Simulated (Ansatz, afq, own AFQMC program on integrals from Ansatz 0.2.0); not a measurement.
AFQMC on a folder of integrals that Ansatz 0.2.0 wrote.

```yaml
crystal:
  periodic: [false, false, false]
  atoms:
    - {symbol: N, position_ang: [-0.892776, 1.082500, 0.441660]}
    - {symbol: V, position_ang: [0.105454, 0.052663, -0.238765]}
    - {symbol: O, position_ang: [1.617215, 0.200014, 0.645222]}
    - {symbol: O, position_ang: [-0.530925, -1.563889, -0.106417]}
    - {symbol: Cl, position_ang: [0.372097, 0.597440, -2.332240]}
    - {symbol: H, position_ang: [-1.467928, 1.836391, 0.815680]}
    - {symbol: H, position_ang: [2.259854, -0.484332, 0.403506]}
    - {symbol: H, position_ang: [-1.370692, -1.777687, 0.315553]}
basis:
  gaussian: {orbitals: def2-SVP}
magnetization: {spin_polarized: true, initial_magnetization: 2}
correlation: {method: ccsd_t, electrons: outside_noble_gas, hamiltonian_folder: ham}
```

```sh
$ ansatz run in.yaml --threads 1 --pin off --events-out ev --progress --plain --max-ram 16896MiB --backend cuda --devices 0, --max-vram 18GiB
```

afq runs on the folder ham with

```
--method phaseless --trial cisd --walkers 1400 --populations 20 --least-time 60 --time-step 0.005 --steps-per-block 50 --equilibration-blocks 40 --max-blocks 4000 --target-error 0.00034 --factor-cut 1e-05 --start spin_pure --seed 3863 --release-times 0.24,0.48,0.8,1.2 --release-step 0.04 --release-every 5 --taylor-order 6
```

Times are imaginary, in 1/Eh. The walk had a cap of 519 s. With eight or more populations the least sampling time is a fifth of least-time, and the error comes from their spread.

Output of the walk:

```
orbitals 89  electrons 17 15  factors 783 of 1069
reference energy -1607.84210990 Eh
CCSD correlation -0.83889358 Eh in 36 cycles, weight of the determinant in the CISD state 0.7294
energy of the start -1608.680054 Eh
 block  time / (1/Eh)  mean weight  energy / Eh
     1     0.250  1.0000  -1608.648072
     2     0.500  1.0007  -1608.671210
     3     0.750  1.0002  -1608.690454
     4     1.000  1.0003  -1608.698125
     5     1.250  0.9995  -1608.703669
    10     2.500  1.0002  -1608.720766
    29     7.250  1.0008  -1608.730614
    49    12.250  1.0006  -1608.732618
    69    17.250  1.0004  -1608.718623
    89    22.250  0.9994  -1608.716872
   109    27.250  1.0006  -1608.726518
   121    30.250  0.9992  -1608.713343
   129    32.250  1.0000  -1608.724659
   149    37.250  1.0004  -1608.728452
   169    42.250  1.0007  -1608.723670
   189    47.250  0.9997  -1608.719420
   193    48.250  1.0002  -1608.713912
error from the spread of 20 populations
released: time / (1/Eh)  energy / Eh  error  mean overlap
  0.24  -1608.724340  0.001102  1.0029
  0.48  -1608.724409  0.001318  0.9966
  0.80  -1608.727116  0.002057  0.9883
  1.20  -1608.729324  0.002343  0.9782
energy -1608.723206 +/- 0.000859 Eh
(rows thinned)
```

The run passed its tests (sampling time, drift between the halves within three errors, error under three times the target), which doesn't prove that it has relaxed, ending at its cap on processor time.

Against this walk (error 23.4 meV) on the same determinant: CCSD(T) 59.8 meV higher. The error is statistical and leaves out the bias of the constraint. None of these is a sure reference here. The released energies get too noisy after the second time (errors over twice the walk's own, or jumping) (meV from the phaseless value at times in 1/Eh: -31 ± 30 at 0.24, -33 ± 36 at 0.48, -106 ± 56 at 0.80, -166 ± 64 at 1.20), so they give no level.

Cautions: constraint bias not in the error; error above the target (23.4 against 9.3 meV); no relativity below Rb; outer-core shells of the metal frozen; another spin lies lower.

The walk took 8.7 min on 1 × NVIDIA H100 80GB HBM3 with 2 threads of AMD EPYC 7R13 Processor (Zen 3), on a shared host (the card was shared). The log's last line is the phaseless energy.
